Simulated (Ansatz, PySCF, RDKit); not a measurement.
Complex: HF (SMILES F) (first 2 atoms) with HF (SMILES F); geometry from A24 set.
(charge 0, multiplicity 1):
```xyz
4

H      0.000     0.803     1.695
F      0.000    -0.046     1.340
H      0.000    -0.120    -0.491
F      0.000     0.010    -1.404
```

Monomers are frozen at their geometry in the pair; levels with a basis set take the counterpoise correction. RDKit's UFF carries no charges.

Run with Ansatz (a program for electronic structure); PySCF for M06-2X, the dispersion terms; RDKit for the force fields. 

Question: One of these levels gives -4.31 kcal/mol for the interaction energy. Name it.
(A) SVWN5/def2-TZVPPD
(B) BLYP-D3(BJ)/def2-TZVPPD
(C) UFF
(D) M06-2X/def2-TZVPPD

Answer: B, BLYP-D3(BJ)/def2-TZVPPD. The others give 25.46 (UFF), -7.18 (SVWN5/def2-TZVPPD), -4.79 (M06-2X/def2-TZVPPD)
